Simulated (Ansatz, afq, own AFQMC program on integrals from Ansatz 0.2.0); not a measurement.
Integrals from Ansatz 0.2.0, then the random walk in our own AFQMC program (afq).

```yaml
crystal:
  periodic: [false, false, false]
  atoms:
    - {symbol: Ge, position_ang: [0.000000, 0.000000, 2.136836]}
    - {symbol: Al, position_ang: [0.000000, 0.000000, -0.269737]}
    - {symbol: H, position_ang: [0.000000, 0.000000, -1.867099]}
basis:
  gaussian: {orbitals: cc-pVDZ}
total_charge: 1
magnetization: {spin_polarized: false, initial_magnetization: 1}
correlation: {method: ccsd_t, electrons: outside_noble_gas, hamiltonian_folder: ham}
```

```sh
$ ansatz run in.yaml --threads 1 --pin off --events-out ev --progress --plain --max-ram 1843MiB
```

Options of the walk:

```
--method phaseless --trial hf --walkers 120 --populations 1 --least-time 40 --time-step 0.005 --steps-per-block 20 --equilibration-blocks 112 --max-blocks 600 --target-error 0.0009600 --factor-cut 1e-05 --start spin_pure --seed 2851 --taylor-order 6
```

Times are imaginary, in 1/Eh. The walk had a cap of 589 s. Filled inner d shells are frozen with the cores.

Log:

```
orbitals 31  electrons 4 3  factors 229 of 553
reference energy -2317.53518595 Eh
CCSD correlation -0.12611392 Eh in 12 cycles, weight of the determinant in the CISD state 0.8869
energy of the start -2317.535208 Eh
 block  time / (1/Eh)  mean weight  energy / Eh
     1     0.100  0.9998  -2317.550844
     2     0.200  1.0011  -2317.565646
     3     0.300  1.0009  -2317.575390
     4     0.400  1.0015  -2317.585785
     5     0.500  1.0008  -2317.594638
     8     0.800  0.9998  -2317.618258
    15     1.500  1.0000  -2317.630907
    57     5.700  1.0002  -2317.675157
    99     9.900  1.0000  -2317.663228
   141    14.100  1.0001  -2317.662534
   183    18.300  0.9992  -2317.653124
   225    22.500  1.0000  -2317.672869
   267    26.700  1.0009  -2317.685414
   309    30.900  0.9989  -2317.661668
   351    35.100  1.0007  -2317.660444
   393    39.300  1.0000  -2317.656381
   435    43.500  1.0008  -2317.662488
   477    47.700  1.0000  -2317.649004
   519    51.900  1.0004  -2317.656510
   561    56.100  0.9986  -2317.665885
blocks merged  error / Eh  count
     1  0.000406  460
     2  0.000535  230
     4  0.000695  115
     8  0.000897  57
    16  0.000938  28
    32  0.001099  14
energy -2317.663445 +/- 0.000938 Eh
(rows thinned)
```

The run passed its tests (sampling time, drift between the halves within three errors, error under three times the target), which doesn't prove that it has relaxed.

Against this walk (error 25.5 meV) on the same determinant: CCSD(T) 38.7 meV lower (within the noise), CCSDT(Q) 73.1 meV lower. The error is statistical and leaves out the bias of the constraint.

Cautions: constraint bias not in the error; no relativity below Rb; no spin-orbit coupling; inner d shell frozen.

The walk took 2.3 min on 1 thread of Arm Neoverse V1, on a shared host. The log's last line is the phaseless energy.

CCSDT and higher add their correlation energy to the determinant of the CCSD(T) run, since their own runs factorise the integrals more tightly (a shift of under 2 meV). A walk keeps the symmetry of its determinant, which the program's search chose and which needn't be the lowest solution, so a lower state of the same spin and another symmetry isn't excluded.
